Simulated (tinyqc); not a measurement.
Worked calculation: Pariser-Parr-Pople SCF with singles CI, for the molecule c1ccoc1 (SMILES; centres numbered as the heavy atoms are written). Computed by tinyqc, a small Python program that keeps every step. Settings: charge = 0, gamma = Ohno, start = huckel, damping = 0, iteration cap = 51, excitations kept = 4. Command: `OMP_NUM_THREADS=1 python tinyqc.py 24728 24729 out.jsonl` (the two numbers bound the seeds that draw the settings). One thread of a shared host (Intel(R) Xeon(R) Processor @ 2.60GHz), about 0.01 s of CPU time with the checks. Later iterations appear only in the table of the cycle.

## PPP integrals

Centres (angstrom, eV; a flat drawing with bonds scaled to 1.40 angstrom):
```
centre          x          y  core charge z          W   gamma_rr
1C       1.191000   0.000000              1  11.160000  11.130000
2C       0.368000   1.133000              1  11.160000  11.130000
3C      -0.963000   0.700000              1  11.160000  11.130000
4O      -0.963000  -0.700000              2  33.000000  21.500000
5C       0.368000  -1.133000              1  11.160000  11.130000
```

Resonance integrals (eV):
```
i  j       beta
1  2  -2.390000
2  3  -2.390000
3  4  -2.240000
4  5  -2.240000
5  1  -2.390000
```

Ohno: gamma = 14.399645/sqrt(R^2 + a^2), a = 2 x 14.399645/(gamma_rr + gamma_ss); H_rr = -W_r - sum_(s != r) z_s gamma_rs; H_rs = beta for bonds.

repulsion gamma_rs (eV), lower triangle:
```
           1C         2C         3C         4O         5C
1C  11.130000
2C   7.552804  11.130000
3C   5.520570   7.554850  11.130000
4O   5.923873   5.923004   8.700754  21.500000
5C   7.552804   5.518526   5.519866   8.702264  11.130000
```

core matrix H (eV), lower triangle:
```
            1C          2C          3C          4O          5C
1C  -43.633924
2C   -2.390000  -43.632188
3C    0.000000   -2.390000  -47.156794
4O    0.000000    0.000000   -2.240000  -62.249896
5C   -2.390000    0.000000    0.000000   -2.240000  -47.155724
```

## Starting guess

pi electrons, sum of z_r less the charge = 6

Orbitals of the Hueckel matrix of the beta values.

P at the start, lower triangle:
```
           1C         2C         3C        4O        5C
1C   1.194582
2C   0.641795   1.194582
3C  -0.239649   0.654778   1.196994
4O  -0.253122  -0.253122   0.642197  1.216848
5C   0.654778  -0.239649  -0.250219  0.642197  1.196994
```

## Iteration 1: Fock matrix

F_rr = H_rr + P_rr gamma_rr / 2 + sum_(s != r) P_ss gamma_rs; F_rs = H_rs - P_rs gamma_rs / 2; E = tr P (H + F) / 2 + core repulsion sum_(r<s) z_r z_s gamma_rs.

F (eV), lower triangle:
```
           1C         2C         3C          4O         5C
1C  -5.106428
2C  -4.813676  -5.105748
3C   0.661500  -4.863375  -7.681121
4O   0.749733   0.749623  -5.033801  -14.185402
5C  -4.862705   0.661255   0.690588   -5.034286  -7.683099
```

pi energy = -96.983572 eV

## Iteration 1: orbitals and new P

Diagonalise F (the basis is taken as orthonormal) and form P = 2 sum c c over the lowest orbitals.

orbital energies (eV): -18.780785  -11.583470  -11.176672  -0.732434  2.511563

P after iteration 1, lower triangle:
```
           1C         2C         3C        4O        5C
1C   1.033688
2C   0.623997   1.033687
3C  -0.076402   0.730766   1.169725
4O  -0.263969  -0.263875   0.504483  1.593039
5C   0.730737  -0.076449  -0.420516  0.504473  1.169861
```

## Iteration 2: Fock matrix

As before.

F (eV), lower triangle:
```
           1C         2C         3C          4O         5C
1C  -5.343975
2C  -4.746462  -5.343894
3C   0.210892  -5.150414  -6.813262
4O   0.781859   0.781465  -4.434692  -12.520830
5C  -5.149557   0.210944   1.160595   -4.435027  -6.814006
```

pi energy = -98.737993 eV

## Iteration 2: orbitals and new P

As before.

orbital energies (eV): -16.721983  -11.862609  -10.793033  0.320326  2.221331

P after iteration 2, lower triangle:
```
           1C         2C         3C        4O        5C
1C   1.036616
2C   0.603426   1.036602
3C  -0.073049   0.750799   1.145373
4O  -0.256016  -0.255930   0.481925  1.635953
5C   0.750771  -0.073070  -0.421402  0.481941  1.145455
```

## Iteration 3: Fock matrix

As before.

F (eV), lower triangle:
```
           1C         2C         3C          4O         5C
1C  -5.370212
2C  -4.668778  -5.370033
3C   0.201636  -5.226086  -6.671921
4O   0.758303   0.757936  -4.336557  -12.449152
5C  -5.225211   0.201620   1.163042   -4.336989  -6.672587
```

pi energy = -98.777639 eV

## Iteration 3: orbitals and new P

As before.

orbital energies (eV): -16.553053  -11.830899  -10.762829  0.386688  2.226188

P after iteration 3, lower triangle:
```
           1C         2C         3C        4O        5C
1C   1.041483
2C   0.590699   1.041457
3C  -0.074468   0.761212   1.133544
4O  -0.253788  -0.253701   0.473715  1.649913
5C   0.761183  -0.074479  -0.415656  0.473744  1.133602
```

## Convergence

Stop when output and input P, before any damping, agree to 1e-7.

Course of the cycle:
```
iteration        E (eV)  largest |P(out) - P(in)|
1          -96.98357188                  3.76e-01
2          -98.73799307                  4.29e-02
3          -98.77763950                  1.40e-02
4          -98.78598114                  7.49e-03
5          -98.78825237                  4.30e-03
6          -98.78891833                  2.44e-03
7          -98.78911996                  1.37e-03
8          -98.78918184                  7.71e-04
9          -98.78920094                  4.31e-04
10         -98.78920685                  2.41e-04
11         -98.78920868                  1.34e-04
...                 ...                       ...
14         -98.78920948                  2.32e-05
15         -98.78920949                  1.29e-05
16         -98.78920950                  7.19e-06
17         -98.78920950                  4.00e-06
18         -98.78920950                  2.23e-06
19         -98.78920950                  1.24e-06
20         -98.78920950                  6.90e-07
21         -98.78920950                  3.84e-07
22         -98.78920950                  2.14e-07
23         -98.78920950                  1.19e-07
24         -98.78920950                  6.62e-08
```

Converged in 24 iterations.

## Converged orbitals

Charges are z - P_rr.

orbital energies (eV): -16.469873  -11.797727  -10.758577  0.424580  2.240728

coefficients:
```
         MO1        MO2        MO3        MO4        MO5
1C  0.224298   0.595296   0.343896  -0.308682  -0.617871
2C  0.224324   0.595490  -0.343512  -0.308381   0.618038
3C  0.399010   0.143174  -0.617909   0.565906  -0.343847
4O  0.762183  -0.500139  -0.000178  -0.411021   0.000063
5C  0.399046   0.142747   0.618000   0.566064   0.343561
```

pi charges: 1C -0.045902, 2C -0.045861, 3C -0.123038, 4O 0.337877, 5C -0.123076

## Singles CI, singlets

Over the 4 single excitations with the smallest orbital gaps: A = (e_a - e_i) delta + 2 (ia|jb) - (ij|ab), with (pq|rs) = sum c_mp c_mq gamma_mn c_nr c_ns. f = 2/3 w |mu|^2 in atomic units, mu = sqrt2 sum c_ia sum_m c_mi c_ma R_m.

singlet CI matrix (eV), lower triangle:
```
           3>4        2>4       3>5       2>5
3>4   5.692866
2>4   0.000748   6.957450
3>5   0.000647   0.904009  7.291388
2>5  -0.848038  -0.000039  0.000039  7.651961
```

singlet excitation energies (eV): 5.376774  6.205120  7.968051  8.043720

oscillator strengths: 0.200960  0.022572  0.507528  1.030981

## Singles CI, triplets

Over the 4 single excitations with the smallest orbital gaps: A = (e_a - e_i) delta - (ij|ab), with (pq|rs) = sum c_mp c_mq gamma_mn c_nr c_ns.

triplet CI matrix (eV), lower triangle:
```
           3>4        2>4       3>5       2>5
3>4   3.390470
2>4  -0.000378   4.368667
3>5  -0.000260  -0.702455  5.633846
2>5  -0.702455   0.000506  0.000261  5.955024
```

triplet excitation energies (eV): 3.210667  4.055946  5.946567  6.134827
